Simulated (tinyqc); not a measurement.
Worked calculation (part 1 of 2): UKS/BLYP in the sto-6g basis, for CH, spin multiplicity 4. Computed by tinyqc, a small Python program that keeps every step (integrals from PySCF). Settings: charge = 0, multiplicity = 4, basis = sto-6g, energy threshold = 1e-08, iteration cap = 89, orthogonalisation = symmetric, start = highest core orbitals, DIIS depth = 0, method = UKS, functional = blyp, grid = [15, 26]. Command: `OMP_NUM_THREADS=1 python tinyqc.py 20226 20227 out.jsonl` (the two numbers bound the seeds that draw the settings). One thread of a shared host (Intel(R) Xeon(R) Processor @ 2.60GHz), about 3 s of CPU time with the checks. Later iterations appear only in the table of the cycle.

## One-electron integrals

Geometry (angstrom):
```
atom       x       y       z
C     0.0000  0.0000  0.0000
H     0.0000  0.0000  1.1780
```

Basis sto-6g: exponents (1/bohr^2) and contraction coefficients of normalised primitives:
```
element  l (shell)  exponent  coefficient
C            s (1)  742.7370       0.0092
C            s (1)  136.1800       0.0494
C            s (1)   38.0983       0.1685
C            s (1)   13.0878       0.3706
C            s (1)    5.0824       0.4165
C            s (1)    2.0932       0.1303
C            s (2)   30.4972      -0.0133
C            s (2)    6.0362      -0.0470
C            s (2)    1.8760      -0.0338
C            s (2)    0.7218       0.2502
C            s (2)    0.3135       0.5951
C            s (2)    0.1437       0.2407
C            p (3)   30.4972       0.0038
C            p (3)    6.0362       0.0377
C            p (3)    1.8760       0.1739
C            p (3)    0.7218       0.4180
C            p (3)    0.3135       0.4259
C            p (3)    0.1437       0.1017
H            s (1)   35.5232       0.0092
H            s (1)    6.5131       0.0494
H            s (1)    1.8221       0.1685
H            s (1)    0.6260       0.3706
H            s (1)    0.2431       0.4165
H            s (1)    0.1001       0.1303
```

Overlap, kinetic and nuclear-attraction integrals over the contracted functions; the nuclear repulsion is the sum of Za Zb / Rab.

nuclear repulsion = 2.695300 hartree

overlap S:
```
         1C 1s   1C 2s  1C 2px  1C 2py  1C 2pz   2H 1s
1C 1s   1.0000  0.2432  0.0000  0.0000  0.0000  0.0528
1C 2s   0.2432  1.0000  0.0000  0.0000  0.0000  0.4420
1C 2px  0.0000  0.0000  1.0000  0.0000  0.0000  0.0000
1C 2py  0.0000  0.0000  0.0000  1.0000  0.0000  0.0000
1C 2pz  0.0000  0.0000  0.0000  0.0000  1.0000  0.4359
2H 1s   0.0528  0.4420  0.0000  0.0000  0.4359  1.0000
```

kinetic energy T (hartree):
```
          1C 1s    1C 2s  1C 2px  1C 2py  1C 2pz    2H 1s
1C 1s   16.0686  -0.4928  0.0000  0.0000  0.0000  -0.0091
1C 2s   -0.4928   0.4924  0.0000  0.0000  0.0000   0.0798
1C 2px   0.0000   0.0000  1.4792  0.0000  0.0000   0.0000
1C 2py   0.0000   0.0000  0.0000  1.4792  0.0000   0.0000
1C 2pz   0.0000   0.0000  0.0000  0.0000  1.4792   0.2123
2H 1s   -0.0091   0.0798  0.0000  0.0000  0.2123   0.7685
```

nuclear attraction V (hartree):
```
           1C 1s    1C 2s   1C 2px   1C 2py   1C 2pz    2H 1s
1C 1s   -34.4572  -3.7277   0.0000   0.0000  -0.0153  -0.9159
1C 2s    -3.7277  -5.6009   0.0000   0.0000  -0.1540  -2.0845
1C 2px    0.0000   0.0000  -5.5642   0.0000   0.0000   0.0000
1C 2py    0.0000   0.0000   0.0000  -5.5642   0.0000   0.0000
1C 2pz   -0.0153  -0.1540   0.0000   0.0000  -5.6735  -1.9363
2H 1s    -0.9159  -2.0845   0.0000   0.0000  -1.9363  -3.8943
```

core Hamiltonian H = T + V (hartree):
```
           1C 1s    1C 2s   1C 2px   1C 2py   1C 2pz    2H 1s
1C 1s   -18.3885  -4.2205   0.0000   0.0000  -0.0153  -0.9250
1C 2s    -4.2205  -5.1085   0.0000   0.0000  -0.1540  -2.0046
1C 2px    0.0000   0.0000  -4.0850   0.0000   0.0000   0.0000
1C 2py    0.0000   0.0000   0.0000  -4.0850   0.0000   0.0000
1C 2pz   -0.0153  -0.1540   0.0000   0.0000  -4.1943  -1.7240
2H 1s    -0.9250  -2.0046   0.0000   0.0000  -1.7240  -3.1258
```

## Two-electron integrals

Functions are numbered as in S; the eight-fold symmetry (ij|kl) = (ji|kl) = (kl|ij) leaves the list below.

Two-electron integrals (ij|kl) in chemists' order, unique and non-zero (hartree):
```
(11|11) 3.5437   (21|11) 0.5295   (21|21) 0.1003   (22|11) 0.8536
(22|21) 0.1999   (22|22) 0.6248   (31|31) 0.0213   (32|31) 0.0319
(32|32) 0.1381   (33|11) 0.8536   (33|21) 0.1999   (33|22) 0.6248
(33|33) 0.6732   (41|41) 0.0213   (42|41) 0.0319   (42|42) 0.1381
(43|43) 0.0363   (44|11) 0.8536   (44|21) 0.1999   (44|22) 0.6248
(44|33) 0.6007   (44|44) 0.6732   (51|51) 0.0213   (52|51) 0.0319
(52|52) 0.1381   (53|53) 0.0363   (54|54) 0.0363   (55|11) 0.8536
(55|21) 0.1999   (55|22) 0.6248   (55|33) 0.6007   (55|44) 0.6007
(55|55) 0.6732   (61|11) 0.1212   (61|21) 0.0221   (61|22) 0.0433
(61|33) 0.0432   (61|44) 0.0432   (61|51) 0.0014   (61|52) 0.0028
(61|55) 0.0437   (61|61) 0.0050   (62|11) 0.2894   (62|21) 0.0688
(62|22) 0.2366   (62|33) 0.2310   (62|44) 0.2310   (62|51) 0.0070
(62|52) 0.0466   (62|55) 0.2478   (62|61) 0.0156   (62|62) 0.1184
(63|31) 0.0074   (63|32) 0.0377   (63|53) 0.0091   (63|63) 0.0144
(64|41) 0.0074   (64|42) 0.0377   (64|54) 0.0091   (64|64) 0.0144
(65|11) 0.2488   (65|21) 0.0600   (65|22) 0.2184   (65|33) 0.2076
(65|44) 0.2076   (65|51) 0.0126   (65|52) 0.0773   (65|55) 0.2402
(65|61) 0.0143   (65|62) 0.1297   (65|65) 0.1540   (66|11) 0.4420
(66|21) 0.1071   (66|22) 0.4179   (66|33) 0.3960   (66|44) 0.3960
(66|51) 0.0136   (66|52) 0.1214   (66|55) 0.4618   (66|61) 0.0248
(66|62) 0.2658   (66|65) 0.3218   (66|66) 0.7750
```

## Orthogonalisation

S = U s U^T; symmetric (Loewdin) form X = U s^(-1/2) U^T, so that X^T S X = 1.

eigenvalues of S: 0.3665  0.8213  1.0000  1.0000  1.1498  1.6624

X:
```
          1C 1s    1C 2s  1C 2px  1C 2py   1C 2pz    2H 1s
1C 1s    1.0243  -0.1363  0.0000  0.0000  -0.0096   0.0227
1C 2s   -0.1363   1.1317  0.0000  0.0000   0.1048  -0.3045
1C 2px   0.0000   0.0000  1.0000  0.0000   0.0000   0.0000
1C 2py   0.0000   0.0000  0.0000  1.0000   0.0000   0.0000
1C 2pz  -0.0096   0.1048  0.0000  0.0000   1.1012  -0.2950
2H 1s    0.0227  -0.3045  0.0000  0.0000  -0.2950   1.2063
```

## Starting guess

The start is the highest orbitals of the core Hamiltonian (a deliberately bad start); D(s) = C_occ C_occ^T for each spin.

D(alpha) at the start:
```
          1C 1s    1C 2s  1C 2px  1C 2py   1C 2pz    2H 1s
1C 1s    0.0586  -0.2795  0.0000  0.0000  -0.0393   0.0882
1C 2s   -0.2795   1.4026  0.0000  0.0000   0.3251  -0.7458
1C 2px   0.0000   0.0000  1.0000  0.0000   0.0000   0.0000
1C 2py   0.0000   0.0000  0.0000  1.0000   0.0000   0.0000
1C 2pz  -0.0393   0.3251  0.0000  0.0000   1.3107  -0.7128
2H 1s    0.0882  -0.7458  0.0000  0.0000  -0.7128   1.6353
```

D(beta) at the start:
```
          1C 1s    1C 2s  1C 2px  1C 2py   1C 2pz    2H 1s
1C 1s    0.0018  -0.0197  0.0000  0.0000  -0.0178   0.0537
1C 2s   -0.0197   0.2138  0.0000  0.0000   0.1931  -0.5827
1C 2px   0.0000   0.0000  0.9459  0.2262   0.0000   0.0000
1C 2py   0.0000   0.0000  0.2262  0.0541   0.0000   0.0000
1C 2pz  -0.0178   0.1931  0.0000  0.0000   0.1744  -0.5261
2H 1s    0.0537  -0.5827  0.0000  0.0000  -0.5261   1.5876
```

## Iteration 1: exchange-correlation on the grid

Becke grid with 15 radial and 26 angular points per atom, points of zero weight dropped. rho = sum D_ij phi_i phi_j; V_xc,ij = sum w v_xc phi_i phi_j plus the gradient terms; v_xc is d(rho eps)/d rho(s) for spin s at fixed gradient.

The 16 grid points with the largest w rho, of 769 (bohr, atomic units):
```
x              y        z       w  rho(alpha)  rho(beta)   eps_xc  v_xc(alpha)
1.6074    0.0000   0.0000  0.8925      0.0682     0.0472  -0.4297      -0.5151
-1.6074   0.0000   0.0000  0.8925      0.0682     0.0472  -0.4297      -0.5151
1.1000    0.0000   0.0000  0.3194      0.1828     0.1275  -0.5603      -0.7266
-1.1000   0.0000   0.0000  0.3194      0.1828     0.1275  -0.5603      -0.7266
1.1366    1.1366   0.0000  0.7140      0.0682     0.0364  -0.4224      -0.5086
-1.1366  -1.1366   0.0000  0.7140      0.0682     0.0364  -0.4224      -0.5086
0.7778    0.7778   0.0000  0.2555      0.1828     0.0985  -0.5508      -0.7203
-0.7778  -0.7778   0.0000  0.2555      0.1828     0.0985  -0.5508      -0.7203
-0.7778   0.0000   0.7778  0.2465      0.1953     0.0682  -0.5581      -0.7233
0.7778    0.0000   0.7778  0.2465      0.1953     0.0682  -0.5581      -0.7233
1.1366    0.0000  -1.1366  0.7149      0.0671     0.0236  -0.4142      -0.4964
-1.1366   0.0000  -1.1366  0.7149      0.0671     0.0236  -0.4142      -0.4964
0.0000    0.0000  -1.6074  0.8936      0.0698     0.0017  -0.4176      -0.4794
0.0000    1.6074   0.0000  0.8925      0.0682     0.0034  -0.4173      -0.4774
0.0000   -1.6074   0.0000  0.8925      0.0682     0.0034  -0.4173      -0.4774
0.7778    0.0000  -0.7778  0.2556      0.1790     0.0635  -0.5399      -0.7060
```

electrons on the grid, sum of w rho = 7.0069

E_xc = sum of w rho eps_xc = -3.276123 hartree

V_xc(alpha) (hartree):
```
          1C 1s    1C 2s   1C 2px   1C 2py   1C 2pz    2H 1s
1C 1s   -1.0606  -0.1862   0.0000   0.0000  -0.0008  -0.0427
1C 2s   -0.1862  -0.6171   0.0000   0.0000  -0.0149  -0.2464
1C 2px   0.0000   0.0000  -0.6162  -0.0014   0.0000   0.0000
1C 2py   0.0000   0.0000  -0.0014  -0.6083   0.0000   0.0000
1C 2pz  -0.0008  -0.0149   0.0000   0.0000  -0.6273  -0.2447
2H 1s   -0.0427  -0.2464   0.0000   0.0000  -0.2447  -0.5670
```

V_xc(beta) (hartree):
```
          1C 1s    1C 2s   1C 2px   1C 2py   1C 2pz    2H 1s
1C 1s   -0.4996  -0.1474   0.0000   0.0000   0.0000  -0.0310
1C 2s   -0.1474  -0.4519   0.0000   0.0000  -0.0280  -0.2017
1C 2px   0.0000   0.0000  -0.5265  -0.0384   0.0000   0.0000
1C 2py   0.0000   0.0000  -0.0384  -0.3977   0.0000   0.0000
1C 2pz   0.0000  -0.0280   0.0000   0.0000  -0.4317  -0.2124
2H 1s   -0.0310  -0.2017   0.0000   0.0000  -0.2124  -0.5442
```

## Iteration 1: building the Kohn-Sham matrix

J_ij = sum D_kl (ij|kl) with D = D(alpha) + D(beta); F = H + J + V_xc; E = tr D H + tr D J / 2 + E_xc + E_nn.

Coulomb J (hartree):
```
         1C 1s   1C 2s  1C 2px  1C 2py  1C 2pz   2H 1s
1C 1s   5.1790  1.2120  0.0000  0.0000  0.0251  0.2655
1C 2s   1.2120  3.9338  0.0000  0.0000  0.2159  1.6925
1C 2px  0.0000  0.0000  3.9376  0.0164  0.0000  0.0000
1C 2py  0.0000  0.0000  0.0164  3.8729  0.0000  0.0000
1C 2pz  0.0251  0.2159  0.0000  0.0000  3.9909  1.7054
2H 1s   0.2655  1.6925  0.0000  0.0000  1.7054  3.6374
```

F(alpha) (hartree):
```
           1C 1s    1C 2s   1C 2px   1C 2py   1C 2pz    2H 1s
1C 1s   -14.2701  -3.1947   0.0000   0.0000   0.0089  -0.7022
1C 2s    -3.1947  -1.7918   0.0000   0.0000   0.0470  -0.5585
1C 2px    0.0000   0.0000  -0.7636   0.0150   0.0000   0.0000
1C 2py    0.0000   0.0000   0.0150  -0.8204   0.0000   0.0000
1C 2pz    0.0089   0.0470   0.0000   0.0000  -0.8307  -0.2633
2H 1s    -0.7022  -0.5585   0.0000   0.0000  -0.2633  -0.0554
```

F(beta) (hartree):
```
           1C 1s    1C 2s   1C 2px   1C 2py   1C 2pz    2H 1s
1C 1s   -13.7091  -3.1559   0.0000   0.0000   0.0097  -0.6905
1C 2s    -3.1559  -1.6266   0.0000   0.0000   0.0339  -0.5138
1C 2px    0.0000   0.0000  -0.6738  -0.0220   0.0000   0.0000
1C 2py    0.0000   0.0000  -0.0220  -0.6098   0.0000   0.0000
1C 2pz    0.0097   0.0339   0.0000   0.0000  -0.6351  -0.2310
2H 1s    -0.6905  -0.5138   0.0000   0.0000  -0.2310  -0.0326
```

total energy of this density = -13.343938 hartree

## Iteration 1: diagonalisation and new density

Diagonalise F' = X^T F X, C = X C', fill 5 alpha and 2 beta electrons from the bottom; D(s) = C_occ C_occ^T. Each column has its largest component positive (the first on a tie).

F' = X^T F X (alpha) (hartree):
```
          1        2        3        4        5        6
1  -14.1426  -1.3103   0.0000   0.0000   0.0124  -0.1724
2   -1.3103  -1.2342   0.0000   0.0000   0.0766  -0.2747
3    0.0000   0.0000  -0.7636   0.0150   0.0000   0.0000
4    0.0000   0.0000   0.0150  -0.8204   0.0000   0.0000
5    0.0124   0.0766   0.0000   0.0000  -0.8144  -0.1647
6   -0.1724  -0.2747   0.0000   0.0000  -0.1647   0.2853
```

orbital energies (alpha) (hartree): MO1 -14.2770, MO2 -1.1545, MO3 -0.8343, MO4 -0.8241, MO5 -0.7598, MO6 0.3599

coefficients C (alpha):
```
            MO1      MO2      MO3      MO4     MO5      MO6
1C 1s    1.0057  -0.2304  -0.0332   0.0000  0.0000   0.0524
1C 2s   -0.0265   1.0518   0.1785   0.0000  0.0000  -0.5142
1C 2px   0.0000   0.0000   0.0000  -0.2411  0.9705   0.0000
1C 2py   0.0000   0.0000   0.0000   0.9705  0.2411   0.0000
1C 2pz  -0.0045  -0.0966   1.0401   0.0000  0.0000  -0.4686
2H 1s    0.0090  -0.0673  -0.1186   0.0000  0.0000   1.2715
```

F' = X^T F X (beta) (hartree):
```
          1        2        3        4        5        6
1  -13.5615  -1.3689   0.0000   0.0000   0.0087  -0.1581
2   -1.3689  -1.0550   0.0000   0.0000   0.0762  -0.2703
3    0.0000   0.0000  -0.6738  -0.0220   0.0000   0.0000
4    0.0000   0.0000  -0.0220  -0.6098   0.0000   0.0000
5    0.0087   0.0762   0.0000   0.0000  -0.6002  -0.1815
6   -0.1581  -0.2703   0.0000   0.0000  -0.1815   0.2931
```

orbital energies (beta) (hartree): MO1 -13.7121, MO2 -0.9617, MO3 -0.6807, MO4 -0.6338, MO5 -0.6030, MO6 0.3839

coefficients C (beta):
```
            MO1      MO2     MO3      MO4      MO5      MO6
1C 1s    1.0039  -0.2378  0.0000  -0.0243   0.0000   0.0595
1C 2s   -0.0177   1.0477  0.0000   0.1214   0.0000  -0.5389
1C 2px   0.0000   0.0000  0.9550   0.0000  -0.2966   0.0000
1C 2py   0.0000   0.0000  0.2966   0.0000   0.9550   0.0000
1C 2pz  -0.0034  -0.0734  0.0000   1.0191   0.0000  -0.5163
2H 1s    0.0061  -0.0487  0.0000  -0.0561   0.0000   1.2766
```

D(alpha) after iteration 1:
```
          1C 1s    1C 2s  1C 2px  1C 2py   1C 2pz    2H 1s
1C 1s    1.0657  -0.2749  0.0000  0.0000  -0.0169   0.0285
1C 2s   -0.2749   1.1387  0.0000  0.0000   0.0842  -0.0922
1C 2px   0.0000   0.0000  1.0000  0.0000   0.0000   0.0000
1C 2py   0.0000   0.0000  0.0000  1.0000   0.0000   0.0000
1C 2pz  -0.0169   0.0842  0.0000  0.0000   1.0911  -0.1169
2H 1s    0.0285  -0.0922  0.0000  0.0000  -0.1169   0.0187
```

D(beta) after iteration 1:
```
          1C 1s    1C 2s  1C 2px  1C 2py   1C 2pz    2H 1s
1C 1s    1.0643  -0.2669  0.0000  0.0000   0.0141   0.0177
1C 2s   -0.2669   1.0980  0.0000  0.0000  -0.0769  -0.0512
1C 2px   0.0000   0.0000  0.0000  0.0000   0.0000   0.0000
1C 2py   0.0000   0.0000  0.0000  0.0000   0.0000   0.0000
1C 2pz   0.0141  -0.0769  0.0000  0.0000   0.0054   0.0036
2H 1s    0.0177  -0.0512  0.0000  0.0000   0.0036   0.0024
```

## Iteration 2: exchange-correlation on the grid

As before.

The 16 grid points with the largest w rho, of 769 (bohr, atomic units):
```
x              y        z       w  rho(alpha)  rho(beta)   eps_xc  v_xc(alpha)
0.0000    0.0000  -1.6074  0.8936      0.0676     0.0225  -0.4122      -0.4962
0.0000    0.0000  -1.1000  0.3194      0.1805     0.0587  -0.5347      -0.7054
0.0000    1.6074   0.0000  0.8925      0.0671     0.0176  -0.4100      -0.4901
-1.6074   0.0000   0.0000  0.8925      0.0671     0.0176  -0.4100      -0.4901
1.6074    0.0000   0.0000  0.8925      0.0671     0.0176  -0.4100      -0.4901
0.0000   -1.6074   0.0000  0.8925      0.0671     0.0176  -0.4100      -0.4901
0.0000    1.1000   0.0000  0.3194      0.1792     0.0460  -0.5317      -0.6989
-1.1000   0.0000   0.0000  0.3194      0.1792     0.0460  -0.5317      -0.6989
1.1000    0.0000   0.0000  0.3194      0.1792     0.0460  -0.5317      -0.6989
0.0000   -1.1000   0.0000  0.3194      0.1792     0.0460  -0.5317      -0.6989
0.0000    1.1366  -1.1366  0.7149      0.0667     0.0210  -0.4102      -0.4928
-1.1366   0.0000  -1.1366  0.7149      0.0667     0.0210  -0.4102      -0.4928
1.1366    0.0000  -1.1366  0.7149      0.0667     0.0210  -0.4102      -0.4928
0.0000   -1.1366  -1.1366  0.7149      0.0667     0.0210  -0.4102      -0.4928
-1.1366   1.1366   0.0000  0.7140      0.0671     0.0176  -0.4100      -0.4901
1.1366    1.1366   0.0000  0.7140      0.0671     0.0176  -0.4100      -0.4901
```

electrons on the grid, sum of w rho = 7.0038

E_xc = sum of w rho eps_xc = -6.032530 hartree

V_xc(alpha) (hartree):
```
          1C 1s    1C 2s   1C 2px   1C 2py   1C 2pz    2H 1s
1C 1s   -2.3437  -0.3079   0.0000   0.0000  -0.0003  -0.0730
1C 2s   -0.3079  -0.6238   0.0000   0.0000   0.0010  -0.2068
1C 2px   0.0000   0.0000  -0.6240   0.0000   0.0000   0.0000
1C 2py   0.0000   0.0000   0.0000  -0.6240   0.0000   0.0000
1C 2pz  -0.0003   0.0010   0.0000   0.0000  -0.6233  -0.1745
2H 1s   -0.0730  -0.2068   0.0000   0.0000  -0.1745  -0.2575
```

V_xc(beta) (hartree):
```
          1C 1s    1C 2s   1C 2px   1C 2py   1C 2pz    2H 1s
1C 1s   -2.3124  -0.2855   0.0000   0.0000   0.0012  -0.0680
1C 2s   -0.2855  -0.4826   0.0000   0.0000   0.0150  -0.1587
1C 2px   0.0000   0.0000  -0.4837   0.0000   0.0000   0.0000
1C 2py   0.0000   0.0000   0.0000  -0.4837   0.0000   0.0000
1C 2pz   0.0012   0.0150   0.0000   0.0000  -0.4807  -0.1321
2H 1s   -0.0680  -0.1587   0.0000   0.0000  -0.1321  -0.2258
```

## Iteration 2: building the Kohn-Sham matrix

As before.

Coulomb J (hartree):
```
          1C 1s    1C 2s  1C 2px  1C 2py   1C 2pz   2H 1s
1C 1s   11.4078   2.0563  0.0000  0.0000  -0.0041  0.4585
1C 2s    2.0563   4.8293  0.0000  0.0000  -0.0263  1.7490
1C 2px   0.0000   0.0000  4.8306  0.0000   0.0000  0.0000
1C 2py   0.0000   0.0000  0.0000  4.8306   0.0000  0.0000
1C 2pz  -0.0041  -0.0263  0.0000  0.0000   4.8268  1.5692
2H 1s    0.4585   1.7490  0.0000  0.0000   1.5692  2.9296
```

F(alpha) (hartree):
```
          1C 1s    1C 2s  1C 2px  1C 2py   1C 2pz    2H 1s
1C 1s   -9.3245  -2.4721  0.0000  0.0000  -0.0197  -0.5394
1C 2s   -2.4721  -0.9030  0.0000  0.0000  -0.1793  -0.4624
1C 2px   0.0000   0.0000  0.1215  0.0000   0.0000   0.0000
1C 2py   0.0000   0.0000  0.0000  0.1215   0.0000   0.0000
1C 2pz  -0.0197  -0.1793  0.0000  0.0000   0.0092  -0.3293
2H 1s   -0.5394  -0.4624  0.0000  0.0000  -0.3293  -0.4536
```

F(beta) (hartree):
```
          1C 1s    1C 2s  1C 2px  1C 2py   1C 2pz    2H 1s
1C 1s   -9.2932  -2.4497  0.0000  0.0000  -0.0182  -0.5344
1C 2s   -2.4497  -0.7618  0.0000  0.0000  -0.1653  -0.4143
1C 2px   0.0000   0.0000  0.2619  0.0000   0.0000   0.0000
1C 2py   0.0000   0.0000  0.0000  0.2619   0.0000   0.0000
1C 2pz  -0.0182  -0.1653  0.0000  0.0000   0.1518  -0.2869
2H 1s   -0.5344  -0.4143  0.0000  0.0000  -0.2869  -0.4219
```

total energy of this density = -37.777587 hartree
